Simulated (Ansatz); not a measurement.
Reaction (SMILES): Cl atom → [Cl-] (an electron is taken up)
B3LYP-D3(BJ)/def2-TZVP geometries, fixed; electronic energies without zero-point terms; positive where energy is released.
Largest species:
```
Cl
```
Charge 0, spin multiplicity 2.

Basis-set convergence of the adiabatic electron affinity at CCSD(T) with Ansatz (an electronic-structure program). Cartesian d functions, on some or all atoms, in 6-31G**, 6-31+G*, 6-311G**, 6-311+G**; all else is spherical. Cores are frozen. Open shells are unrestricted. No added dispersion term, no relativity. Functions are those of the species that has most. Reference: Hartree-Fock in aug-cc-pV(5+d)Z plus the correlation part extrapolated as X^-3 from aug-cc-pV(Q+d)Z and aug-cc-pV(5+d)Z, 3.665 eV, itself unsure by roughly 0.011 eV (a third of the extrapolation step and of the last Hartree-Fock step). Deviations are taken from unrounded values.

| basis | functions |
|---|---|
| 3-21G | 13 |
| 6-31G | 13 |
| 6-31G** | 19 |
| 6-31+G* | 23 |
| 6-311G** | 27 |
| 6-311+G** | 31 |
| 6-311++G(2d,2p) | 35 |
| 6-311++G(3df,3pd) | 47 |

Which is the smallest Pople set listed that can be trusted to 0.05 eV here, that is, within that of the reference together with its larger relatives (same family, alike in diffuse functions; a set with none to test it counts only in the reference's own line)?

Of the sets listed that have larger relatives (same family, alike in diffuse functions), none stays within 0.05 eV of the reference together with them. Value minus reference: 3-21G -1.170, 6-31G -0.980, 6-31G** -1.051, 6-31+G* -0.562, 6-311G** -0.643, 6-311+G** -0.562, 6-311++G(2d,2p) -0.351, 6-311++G(3df,3pd) -0.198 eV.
